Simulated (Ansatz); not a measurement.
Geometry optimisation, RKS PBE0/def2-SVP (Ansatz 0.2.0).

Input file:

```yaml
crystal:
  periodic: [false, false, false]
  atoms:
    - { symbol: B, position_ang: [-0.81811, 0.28152, -0.71043] }
    - { symbol: C, position_ang: [0.28841, -0.09901, 0.24604] }
    - { symbol: "N", position_ang: [1.12628, -0.38628, 0.97445] }
    - { symbol: H, position_ang: [-1.3021, -0.55156, -1.36546] }
    - { symbol: H, position_ang: [-1.154, 1.39589, -0.7614] }
    - { symbol: H, position_ang: [1.85952, -0.64055, 1.61681] }
total_charge: 1
basis:
  gaussian: { orbitals: def2-SVP }
hamiltonian:
  xc: pbe0
relax:
  f_tol: 0.02
  max_steps: 50
```

Command:

```bash
$ ansatz run input.yaml --threads 1 --pin off --max-ram 2048MiB --backend cpu --events-out ev --progress --plain --runs-dir out
```

Question: Where does it end, and by what steps?

Answer: The forces met the threshold. Limits of this set-up: the dipole of an ion depends on the origin. After 4 steps the energy has fallen by 0.097 eV; H5 moved furthest, 0.06 Å.

```
step  energy less start (eV)  largest force component (eV/Å)  accepted
   0                  0.0000                           1.160       yes
   1                 -0.0787                           0.544       yes
   2                 -0.0963                           0.151       yes
   3                 -0.0970                           0.023       yes
   4                 -0.0970                           0.012       yes
```

```xyz
6
Properties=species:S:1:pos:R:3
B -0.855 0.294 -0.742
C 0.303 -0.104 0.263
N 1.142 -0.393 0.990
H -1.316 -0.598 -1.392
H -1.161 1.451 -0.757
H 1.888 -0.650 1.637
```

Whether the end is a true minimum wasn't checked by a vibrational analysis.

The run took 8.8 s on 1 CPU thread of a shared host.
